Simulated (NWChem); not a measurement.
Polarisability of Na2

SMILES: [Na][Na]
```xyz
2

Na     0.0000     0.0000     1.5547
Na     0.0000     0.0000    -1.5547
```
Charge 0, spin multiplicity 1.

Program: NWChem. All single points use one geometry, from PBE/def2-SVP, a minimum by its harmonic frequencies.

Basis set: 6-31G*. Static limit. This basis has no diffuse functions, which lowers polarisabilities.

B3LYP has NWChem's definition, with VWN1-RPA local correlation. The Pople sets run with spherical d functions. The structure started from a generated list of species.

Task: One of these methods gave an isotropic polarisability of 266.74 bohr³. Which?
A) HF
B) B3LYP
C) LDA (SVWN5)
D) PBE

Result: A, HF. The others give 234.61 (LDA (SVWN5)), 242.81 (PBE), 233.07 (B3LYP).
